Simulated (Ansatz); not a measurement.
**B3LYP/6-31G(d) (Cartesian functions) run of CF+ (SMILES [C+]F)**

Aim: the vertical ionisation energy of CF+ at B3LYP/6-31G* (Cartesian functions), from 2 runs. 

The results are computed with Ansatz 0.2.0.

2 further runs of the same task are left out: 2 set aside as unsound or not needed.

**1. The molecule**

CF+ has 2 atoms, charge +1, and is taken as a singlet. SMILES: `[C+]F`. The shape is that of a PBE0-D4/def2-TZVP optimisation.

Bond lengths: C1–F2 1.153 Å.

**2. The energy at B3LYP/6-31G(d) (Cartesian functions)**

Input file in.yaml:

```yaml
crystal:
  periodic: [false, false, false]
  atoms:
    - symbol: C
      position_ang: [0.492270, -0.160830, 0.253170]
    - symbol: F
      position_ang: [-0.492270, 0.160830, -0.253170]
basis:
  gaussian:
    orbitals: "6-31G*"
total_charge: 1
hamiltonian:
  xc: {name: B3LYP}
accuracy: high
output: {orbitals: {seedname: orbitals}}
```

Run with:

```
$ ansatz run in.yaml --threads 1 --pin off --max-ram 3480MiB --events-out events.jsonl --progress --plain --runs-dir runs
```

What it wrote:

```text
Warning: RAYON_NUM_THREADS=1 ignored (pool sized by the plan → 1); use --threads N
Functional definition: B3LYP
  name "B3LYP"
  parameter a0 = 0.2
  parameter ax = 0.72
  parameter ac = 0.81
  exchange = (1 - a0 - ax)*slater_x + ax*b88_x + a0*exact_x
  correlation = (1 - ac)*vwn_rpa_c + ac*lyp_c
526 factors; integrals over basis functions are off by at most 3.1e-9 eV
mean field evaluation 1: about -3732.2404 eV, gradient 7.2e1 eV
mean field evaluation 2: about -3685.6761 eV, gradient 1.8e2 eV
mean field evaluation 4: about -3739.8108 eV, gradient 2.2e0 eV
mean field evaluation 8: about -3739.8203 eV, gradient 4.1e-2 eV
mean field evaluation 16: about -3739.8203 eV, gradient 4.2e-8 eV
mean field -3739.82034000 eV, -137.4358625538 hartree, gradient 5.2e-9 eV, S^2 0.000000; 0 other end points of the search recorded, 0 dependent functions left out
reference -3739.82035678 eV, -137.4358631704 hartree; 7, 7 occupied and 23, 23 virtual orbitals, 526 factors
Total energy: -3739.82035678 eV, -137.4358631704 hartree
```

It took 0.5 s on 1 thread of Arm Neoverse V2, shared host.

**3. Doublet [CF]2+ at the same level**

Input file run.yaml:

```yaml
crystal:
  periodic: [false, false, false]
  atoms:
    - {symbol: C, position_ang: [0.492270, -0.160830, 0.253170]}
    - {symbol: F, position_ang: [-0.492270, 0.160830, -0.253170]}
basis:
  gaussian: {orbitals: "6-31G*"}
total_charge: 2
magnetization: {spin_polarized: true, initial_magnetization: 1}
hamiltonian: {xc: {name: B3LYP}}
accuracy: high
output: {orbitals: {seedname: orbitals}}
```

Run with:

```
$ ansatz run run.yaml --threads 1 --pin off --max-ram 3480MiB --events-out events.jsonl --progress --plain --runs-dir runs
```

What it wrote (excerpt; [...] marks lines left out):

```text
Warning: RAYON_NUM_THREADS=1 ignored (pool sized by the plan → 1); use --threads N
[... 7 set-up lines as earlier in the session ...]
526 factors; integrals over basis functions are off by at most 3.1e-9 eV
mean field evaluation 1: about -3687.5635 eV, gradient 8.9e1 eV
mean field evaluation 2: about -3483.6961 eV, gradient 2.1e2 eV
mean field evaluation 4: about -3713.7628 eV, gradient 3.9e0 eV
mean field evaluation 8: about -3713.8119 eV, gradient 9.0e-2 eV
mean field evaluation 16: about -3713.8120 eV, gradient 5.2e-7 eV
mean field -3713.81196169 eV, -136.4800722798 hartree, gradient 8.8e-8 eV, S^2 0.759610; 0 other end points of the search recorded, 0 dependent functions left out
reference -3713.81197817 eV, -136.4800728854 hartree; 7, 6 occupied and 23, 24 virtual orbitals, 526 factors
Total energy: -3713.81197817 eV, -136.4800728854 hartree
```

It took 0.76 s on 1 thread of Arm Neoverse V2, shared host; peak memory 0.094 GiB.

**4. What came out**

At B3LYP/6-31G* (Cartesian functions):

```
                                            quantity          value
                           singlet CF+: total energy  -137.43586 Eh
                            singlet CF+: HOMO energy      -21.67 eV
                            singlet CF+: LUMO energy      -12.84 eV
                          singlet CF+: HOMO–LUMO gap        8.83 eV
                        doublet [CF]2+: total energy  -136.48007 Eh
  doublet [CF]2+: HOMO energy (highest over α and β)      -36.76 eV
   doublet [CF]2+: LUMO energy (lowest over α and β)      -29.93 eV
                                doublet [CF]2+: ⟨S²⟩          0.760
vertical ionisation energy (to the doublet dication)      26.008 eV
```

What this shows: Removing an electron at fixed nuclei costs 26.01 eV (2509 kJ/mol). −ε(HOMO) before ionisation, 21.67 eV, is 4.34 eV below this ionisation energy.
